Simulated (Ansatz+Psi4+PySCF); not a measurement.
```xyz
2

B     0.0000    0.0000    0.0019
H     0.0000    0.0000    1.4741
```

Basis set: cc-pVTZ (spherical functions). Frozen core: 1 orbital. Charge 0, multiplicity 1.

Computed with Ansatz (development build ahead of 0.2.0) and Psi4 1.11; each method stands on the lowest determinant of its kind that the runs found. Restricted open shells among the atoms or ions are ROHF, correlated in semicanonical orbitals with singles.

Problem. Give the vertical ionization energy (product with multiplicity 2 at the same shape, open shells in the same class of orbitals) of singlet BH by RHF-MP2, RHF.

Solution.

| method | ionization energy |
| --- | --- |
| RHF-MP2 | 9.58 eV |
| RHF | 8.70 eV |

Caution: stretched shape with no unrestricted run beside it, a lower state can exist; unrestricted orbitals would lower the determinant. Caution for RHF-MP2: bonds are stretched, where a single reference can fail.
